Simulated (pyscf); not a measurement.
7 gas-phase steps of one pattern: four-centre exchange on the singlet surface, Ge–Te + H–H or H–H + O–Si or H–H + Se–Si or H–H + Si–Te broken and Ge–H + H–Te or H–O + H–Si or H–Se + H–Si or H–Si + H–Te formed. Optimised with ωB97X-D3(BJ)/def2-SVP in PySCF. Electronic energies in eV, from the separated reactants; ΔE‡ and ΔE at ωB97M-D3(BJ)/def2-TZVP. Rows were drawn at random from the steps of this pattern with a verified saddle, stable references and no exit in the data more than 5 kcal/mol lower.

```json
[
 {"row": "1", "step": "H₃Si–TeH + H₂ -> TeH₂ + SiH₄", "ΔE": "+0.31", "ΔE‡": "2.49"},
 {"row": "2", "step": "H₃Ge–TeH + H₂ -> TeH₂ + GeH₄", "ΔE": "+0.37", "ΔE‡": "?"},
 {"row": "3", "step": "HSe–SiH₂–SeH + H₂ → H₃Si–SeH + H₂Se", "ΔE": "+0.43", "ΔE‡": "2.35"},
 {"row": "4", "step": "HO–SiH₂–SiH(SiH₃)–SiH₃ + H₂ → H₃Si–SiH(SiH₃)–SiH₃ + H₂O", "ΔE": "+0.61", "ΔE‡": "2.12"},
 {"row": "5", "step": "H₃C–N(CH₃)–SiH₂–OH + H₂ → H₃C–N(CH₃)–SiH₃ + H₂O", "ΔE": "+0.95", "ΔE‡": "2.23"},
 {"row": "6", "step": "HO–Si(OH)(F)–F + H₂ → H₂O + HO–SiH(F)–F", "ΔE": "+0.98", "ΔE‡": "2.27"},
 {"row": "7", "step": "H₃Si–O–SiH₂–O–SiH₃ + H₂ → H₃Si–O–SiH₃ + HO–SiH₃", "ΔE": "+1.14", "ΔE‡": "2.50"}
]
```

Problem. From a straight line through the complete rows, estimate the missing barrier and say how far the line can be trusted.

Solution. Over the 6 complete rows the means are +0.74 (ΔE) and 2.33 (ΔE‡); least squares gives b = -0.03 and a = 2.35 eV, with residuals of 0.14 eV (root mean square; largest 0.21, row 4). For row 2: 2.35 + -0.03 × (+0.37) = 2.34 eV. The computed barrier is 2.70 eV, 0.36 over the line. The scatter is large against the spread of the barriers, so the line says little here. Each barrier is that of the saddle found. Elements up to Kr have no core potential and no relativistic terms here. Elements past Kr carry the def2 core potentials, without spin-orbit coupling.
